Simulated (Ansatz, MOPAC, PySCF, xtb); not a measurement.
Dimer: CH5N (SMILES CN) (first 7 atoms) with CH5N (SMILES CN); geometry from S66by8 set.
(charge 0, multiplicity 1):
```xyz
14

N     -1.561     0.236    -0.643
H     -0.733    -0.349    -0.694
H     -2.223    -0.153    -1.301
C     -2.121     0.157     0.704
H     -3.015     0.775     0.765
H     -2.385    -0.851     1.042
H     -1.403     0.564     1.413
N      1.732    -0.730    -0.467
H      2.028    -0.455    -1.395
H      2.356    -1.477    -0.192
C      1.892     0.405     0.446
H      1.622     0.091     1.452
H      2.900     0.827     0.483
H      1.200     1.191     0.154
```

Counterpoise-corrected where a basis set is named; no monomer relaxation. Rows marked so take none.

Rows in 3-21G carry no dispersion term and start afresh at each structure. The state that PM7 reach isn't checked; PM7 holds dispersion and hydrogen-bond terms.

Run with Ansatz (an electronic-structure program) with Gaussian orbitals; MOPAC for PM7 (differences of heats of formation); PySCF for 3-21G rows, the dispersion terms; xtb for the GFN methods. Values without a source in brackets are computed.

**Question.** One of these levels gives -275.6 meV for the interaction energy. Name it.
A. PM7
B. B3LYP-D3(BJ)/def2-TZVPPD
C. B3LYP/3-21G (no counterpoise)
D. GFN1-xTB

**Answer.** C, B3LYP/3-21G (no counterpoise). The others give -223.4 (PM7), -94.0 (GFN1-xTB), -163.8 (B3LYP-D3(BJ)/def2-TZVPPD)
